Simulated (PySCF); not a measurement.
Reaction (SMILES): [C-]#[S+] (C-S) + 3 [H][H] (H2) → C (CH4) + S (H2S)
B3LYP-D3(BJ)/def2-TZVP geometries, fixed; electronic energies without zero-point terms.

Effect of the atomic grid (radial, angular points) at r2SCAN/def2-TZVP with PySCF, against the last row, where the energy of full hydrogenation is -108.82 kcal/mol. Cost is core time over that of atom_grid: 30, 110, unpruned, rough, on shared machines of one kind.

```csv
setting,"grid points, largest species",largest shift of a total energy (mEh),shift of the energy of full hydrogenation (kcal/mol),cost
"atom_grid: 30, 110, unpruned",16504,-0.546,-0.037,1×
"atom_grid: 50, 194, unpruned",48504,-0.382,0.017,2×
"atom_grid: 75, 302, unpruned",113256,0.019,-0.012,3×
"atom_grid: 99, 590, unpruned",292056,-0.008,-0.001,6×
"atom_grid: 150, 974, unpruned",730504,0.000,0.000,10×
```

Within 0.02 kcal/mol in the energy of full hydrogenation: atom_grid: 50, 194, unpruned; atom_grid: 75, 302, unpruned; atom_grid: 99, 590, unpruned. The largest shift is 0.546 mEh in a total energy and 0.037 kcal/mol in the difference.
